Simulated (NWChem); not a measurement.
## Correlation energy of chloromethane (CH3Cl)

```xyz
5

C      1.1279    -0.0568     0.0000
Cl    -0.6610     0.0333     0.0000
H      1.4635    -0.5967     0.9046
H      1.4635    -0.5967    -0.9046
H      1.5423     0.9682     0.0000
```
Charge 0, spin multiplicity 1.

Everything below was run with NWChem. The geometry was optimised at PBE/def2-SVP, a minimum by its harmonic frequencies.

Basis set: def2-TZVP. Each correlation energy counts from its own Hartree-Fock reference.

The correlated methods keep 6 core orbitals frozen. Coupled-cluster values serve here as a point of comparison, not as the truth.

Problem. For the correlation energy, MP2 gives -362.1 mHa and SCS-MP2 gives -362.6 mHa. What do CR-CCSD[T], CR-CCSD(T), CCSD give?

Solution. CR-CCSD[T]: -407.5 mHa; CR-CCSD(T): -407.3 mHa; CCSD: -395.3 mHa.
